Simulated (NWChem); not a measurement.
The numbers come from NWChem runs, not from measurements. System: fluoromethane (CH3F), charge 0, spin multiplicity 1, at a geometry optimised with PBE/def2-SVP. Level: B3LYP/def2-TZVPD, VWN1-RPA local correlation.

Input file:

```
start mol
memory heap 200 mb stack 800 mb global 1000 mb
geometry units angstroms nocenter noautoz
  C      0.614026    -0.111602     0.000000
  F     -0.740435     0.134576     0.000000
  H      0.899919    -0.694065     0.904065
  H      0.899919    -0.694065    -0.904065
  H      1.179922     0.846560     0.000000
  symmetry group Cs
end
basis spherical
  * library def2-tzvpd
end
dft
  xc b3lyp
  semidirect memsize 60000000 filesize 0
  iterations 100
end
task dft energy
```

Part of the output:

```
             Northwest Computational Chemistry Package (NWChem) 7.3.0
             --------------------------------------------------------

                                NWChem Input Module
                                -------------------

 Scaling coordinates for geometry "geometry" by  1.889725989
 (inverse scale =  0.529177249)

 Turning off AUTOSYM since
 SYMMETRY directive was detected!

                             Geometry "geometry" -> ""
                             -------------------------

 Output coordinates in angstroms (scale by  1.889725989 to convert to a.u.)

  No.       Tag          Charge          X              Y              Z
 ---- ---------------- ---------- -------------- -------------- --------------
    1 C                    6.0000     0.61402600    -0.11160200     0.00000000
    2 F                    9.0000    -0.74043500     0.13457600     0.00000000
    3 H                    1.0000     0.89991900    -0.69406500     0.90406500
    4 H                    1.0000     0.89991900    -0.69406500    -0.90406500
    5 H                    1.0000     1.17992200     0.84656000     0.00000000

 Effective nuclear repulsion energy (a.u.)      37.1710758309

            Nuclear Dipole moment (a.u.)
            ----------------------------
        X                 Y               Z
 ---------------- ---------------- ----------------
     0.0000018897     0.0000037795     0.0000000000

      Symmetry information
      --------------------

 Group name             Cs
 Group number              2
 Group order               2
 No. of unique centers     4

      Symmetry unique atoms

     1    2    3    5


 Summary of "ao basis" -> "" (spherical)
 ------------------------------------------------------------------------------
       Tag                 Description            Shells   Functions and Types
 ---------------- ------------------------------  ------  ---------------------
 *                         def2-tzvpd                 on all atoms

                                 NWChem DFT Module
                                 -----------------

 Summary of "ao basis" -> "ao basis" (spherical)
 ------------------------------------------------------------------------------
       Tag                 Description            Shells   Functions and Types
 ---------------- ------------------------------  ------  ---------------------
 C                         def2-tzvpd               13       37   6s3p3d1f
 F                         def2-tzvpd               14       40   6s4p3d1f
 H                         def2-tzvpd                5        9   3s2p

 Summary of "ao basis" -> "ao basis" (spherical)
 ------------------------------------------------------------------------------
       Tag                 Description            Shells   Functions and Types
 ---------------- ------------------------------  ------  ---------------------
 C                         def2-tzvpd               13       37   6s3p3d1f
 F                         def2-tzvpd               14       40   6s4p3d1f
 H                         def2-tzvpd                5        9   3s2p

      Symmetry analysis of basis
      --------------------------

        a'         68
        a"         36

            General Information
            -------------------
          SCF calculation type: DFT
          Wavefunction type:  closed shell.
          No. of atoms     :     5
          No. of electrons :    18
           Alpha electrons :     9
            Beta electrons :     9
          Charge           :     0
          Spin multiplicity:     1
          Use of symmetry is: on ; symmetry adaption is: on
          Maximum number of iterations: 100
          AO basis - number of functions:   104
                     number of shells:    42
          Convergence on energy requested:  1.00D-06
          Convergence on density requested:  1.00D-05
          Convergence on gradient requested:  5.00D-04

              XC Information
              --------------
                         B3LYP Method XC Potential
                     Hartree-Fock (Exact) Exchange  0.200
                        Slater Exchange Functional  0.800 local
                    Becke 1988 Exchange Functional  0.720 non-local
              Lee-Yang-Parr Correlation Functional  0.810
                  VWN I RPA Correlation Functional  0.190 local

             Grid Information
             ----------------
          Grid used for XC integration:  medium
          Radial quadrature: Mura-Knowles
          Angular quadrature: Lebedev.
          Tag              B.-S. Rad. Rad. Pts. Rad. Cut. Ang. Pts.
          ---              ---------- --------- --------- ---------
          C                   0.70       49           9.0       434
          F                   0.50       49           9.0       434
          H                   0.35       45          10.0       434
          Grid pruning is: on
          Number of quadrature shells:   188
          Spatial weights used:  Erf1

          Convergence Information
          -----------------------
          Convergence aids based upon iterative change in
          total energy or number of iterations.
          Levelshifting, if invoked, occurs when the
          HOMO/LUMO gap drops below (HL_TOL):  1.00D-02
          DIIS, if invoked, will attempt to extrapolate
          using up to (NFOCK): 10 stored Fock matrices.

                    Damping( 0%)  Levelshifting(0.5)       DIIS
                  --------------- ------------------- ---------------
          dE  on:    start            ASAP                start
          dE off:    2 iters        100 iters           100 iters

      Screening Tolerance Information
      -------------------------------
          Density screening/tol_rho:  1.00D-10
          AO Gaussian exp screening on grid/accAOfunc:  14
          CD Gaussian exp screening on grid/accCDfunc:  20
          XC Gaussian exp screening on grid/accXCfunc:  20
          Schwarz screening/accCoul:  1.00D-08

      Superposition of Atomic Density Guess
      -------------------------------------

 Sum of atomic energies:        -138.58901805

      Non-variational initial energy
      ------------------------------

 Total energy =    -139.205281
 1-e energy   =    -264.460214
 2-e energy   =      88.083857
 HOMO         =      -0.436113
 LUMO         =      -0.435977

 !!!!!!!!!!!!!!!!!!!!!!!!!!!!!!!!!!!!!!!!!!!!!!!!!!!!!!!!!!!!!!!!!!!!!!
 Warning - the HOMO and LUMO are degenerate and you are using symmetry.
 This can lead to non-variational energies and poor convergence.
 Modify the initial guess, or use an open-shell wavefunction, or turn
 off symmetry.
 !!!!!!!!!!!!!!!!!!!!!!!!!!!!!!!!!!!!!!!!!!!!!!!!!!!!!!!!!!!!!!!!!!!!!!

      Symmetry analysis of molecular orbitals - initial
      -------------------------------------------------

  Numbering of irreducible representations:

     1 a'          2 a"

  Orbital symmetries:

     1 a'          2 a'          3 a'          4 a'          5 a'
     6 a'          7 a"          8 a'          9 a"         10 a'
    11 a'         12 a'         13 a"         14 a'         15 a'
    16 a"         17 a'         18 a"         19 a'

------------------------------------------------------------
EAF file 0: "./mol.aoints.0" size=524288 bytes
------------------------------------------------------------
               write      read    awrite     aread      wait
               -----      ----    ------     -----      ----
     calls:        1         0         0         0         0
   data(b): 5.24e+05  0.00e+00  0.00e+00  0.00e+00
   time(s): 0.00e+00  0.00e+00  0.00e+00  0.00e+00  0.00e+00
rate(mb/s): 0.00e+00  0.00e+00
------------------------------------------------------------

   convergence    iter        energy       DeltaE   RMS-Dens  Diis-err    time
 ---------------- ----- ----------------- --------- --------- ---------  ------
 d= 0,ls=0.0,diis     1   -137.2677006241 -1.74D+02  1.04D+02  5.07D+00     1.5
 d= 0,ls=0.0,diis     2   -139.3434773014 -2.08D+00  1.00D-02  3.97D+00     1.8
 d= 0,ls=0.0,diis     3   -139.7921950260 -4.49D-01  3.09D-03  1.50D-01     2.1
 d= 0,ls=0.0,diis     4   -139.8033068070 -1.11D-02  9.39D-04  6.51D-02     2.3
 d= 0,ls=0.0,diis     5   -139.8071231931 -3.82D-03  3.83D-04  6.58D-03     2.6
  Resetting Diis
 d= 0,ls=0.0,diis     6   -139.8076547396 -5.32D-04  7.18D-05  1.16D-04     2.9
 d= 0,ls=0.0,diis     7   -139.8076662742 -1.15D-05  1.15D-05  8.18D-07     3.2
 d= 0,ls=0.0,diis     8   -139.8076662862 -1.20D-08  3.62D-06  9.16D-07     3.6

         Total DFT energy =     -139.807666286179
      One electron energy =     -266.071458339154
           Coulomb energy =      106.080622552804
    Exchange-Corr. energy =      -16.987906330773
 Nuclear repulsion energy =       37.171075830944

 Numeric. integr. density =       18.000000704760

     Total iterative time =      3.2s

                  Occupations of the irreducible representations
                  ----------------------------------------------

                     irrep           alpha         beta
                     --------     --------     --------
                     a'                7.0          7.0
                     a"                2.0          2.0

                       DFT Final Molecular Orbital Analysis
                       ------------------------------------

 Vector    7  Occ=2.000000D+00  E=-4.874812D-01  Symmetry=a"
              MO Center=  4.0D-02, -1.1D-01,  9.9D-11, r^2= 1.4D+00
   Bfn.  Coefficient  Atom+Function         Bfn.  Coefficient  Atom+Function
  ----- ------------  ---------------      ----- ------------  ---------------
    46      0.327308  2 F  pz                 9      0.262389  1 C  pz
    49      0.262845  2 F  pz                12      0.182927  1 C  pz
    52      0.161447  2 F  pz                79      0.136686  3 H  s
    88     -0.136686  4 H  s                 78      0.097573  3 H  s
    87     -0.097573  4 H  s                 15      0.074588  1 C  pz

 Vector    8  Occ=2.000000D+00  E=-3.536776D-01  Symmetry=a'
              MO Center=  8.0D-02,  1.3D-01,  6.2D-10, r^2= 1.6D+00
   Bfn.  Coefficient  Atom+Function         Bfn.  Coefficient  Atom+Function
  ----- ------------  ---------------      ----- ------------  ---------------
    45      0.381005  2 F  py                48      0.306301  2 F  py
     8     -0.220120  1 C  py                51      0.217458  2 F  py
    97     -0.214192  5 H  s                 14     -0.158180  1 C  py
    11     -0.145042  1 C  py                96     -0.134040  5 H  s
    79      0.107100  3 H  s                 88      0.107100  4 H  s

 Vector    9  Occ=2.000000D+00  E=-3.536758D-01  Symmetry=a"
              MO Center=  3.0D-02, -1.5D-01, -6.2D-10, r^2= 1.6D+00
   Bfn.  Coefficient  Atom+Function         Bfn.  Coefficient  Atom+Function
  ----- ------------  ---------------      ----- ------------  ---------------
    46      0.387241  2 F  pz                49      0.311313  2 F  pz
     9     -0.223735  1 C  pz                52      0.221019  2 F  pz
    79     -0.185494  3 H  s                 88      0.185494  4 H  s
    15     -0.160782  1 C  pz                12     -0.147428  1 C  pz
    78     -0.116084  3 H  s                 87      0.116084  4 H  s

 Vector   10  Occ=0.000000D+00  E= 5.893066D-03  Symmetry=a'
              MO Center=  9.2D-01, -1.7D-01,  4.5D-14, r^2= 8.0D+00
   Bfn.  Coefficient  Atom+Function         Bfn.  Coefficient  Atom+Function
  ----- ------------  ---------------      ----- ------------  ---------------
     5      4.727395  1 C  s                  6      2.216447  1 C  s
    80     -1.697529  3 H  s                 89     -1.697529  4 H  s
    98     -1.698102  5 H  s                 43     -1.305354  2 F  s
     4     -0.470909  1 C  s                103      0.445563  5 H  py
    86      0.421860  3 H  pz                95     -0.421860  4 H  pz

 Vector   11  Occ=0.000000D+00  E= 3.611459D-02  Symmetry=a'
              MO Center=  3.3D-01, -6.0D-02,  1.3D-13, r^2= 6.4D+00
   Bfn.  Coefficient  Atom+Function         Bfn.  Coefficient  Atom+Function
  ----- ------------  ---------------      ----- ------------  ---------------
     5      0.807956  1 C  s                 53      0.687446  2 F  px
    13     -0.559832  1 C  px               102      0.497897  5 H  px
    84      0.481753  3 H  px                93      0.481753  4 H  px
     4     -0.332599  1 C  s                 80     -0.301601  3 H  s
    89     -0.301601  4 H  s                 98     -0.301782  5 H  s

 Vector   12  Occ=0.000000D+00  E= 6.616832D-02  Symmetry=a'
              MO Center=  6.8D-01,  6.0D-01,  9.5D-09, r^2= 8.0D+00
   Bfn.  Coefficient  Atom+Function         Bfn.  Coefficient  Atom+Function
  ----- ------------  ---------------      ----- ------------  ---------------
    98      5.054094  5 H  s                 80     -2.526816  3 H  s
    89     -2.526816  4 H  s                 14     -2.339042  1 C  py
   103     -1.656629  5 H  py                54     -0.898601  2 F  py
    26     -0.769489  1 C  d -2              86      0.741926  3 H  pz
    95     -0.741926  4 H  pz               102     -0.719162  5 H  px

 center of mass
 --------------
 x =  -0.20527512 y =   0.03730903 z =   0.00000000

 moments of inertia (a.u.)
 ------------------
          13.645017217267          10.337281316332           0.000000000000
          10.337281316332          68.641545098802           0.000000000000
           0.000000000000           0.000000000000          70.520203105772

     Multipole analysis of the density
     ---------------------------------

     L   x y z        total         alpha         beta         nuclear
     -   - - -        -----         -----         ----         -------
     0   0 0 0     -0.000000     -9.000000     -9.000000     18.000000

     1   1 0 0      0.688709      0.344354      0.344354      0.000002
     1   0 1 0     -0.125275     -0.062640     -0.062640      0.000004
     1   0 0 1     -0.000000     -0.000000     -0.000000      0.000000

     2   2 0 0     -9.500794    -22.977623    -22.977623     36.454452
     2   1 1 0      0.097753      2.831257      2.831257     -5.564761
     2   1 0 1      0.000000      0.000000      0.000000      0.000000
     2   0 2 0     -8.980401     -7.914570     -7.914570      6.848739
     2   0 1 1      0.000000      0.000000      0.000000      0.000000
     2   0 0 2     -8.962572     -7.400037     -7.400037      5.837501

 Task  times  cpu:        3.6s     wall:        3.6s

 Total times  cpu:        3.6s     wall:        3.6s
```
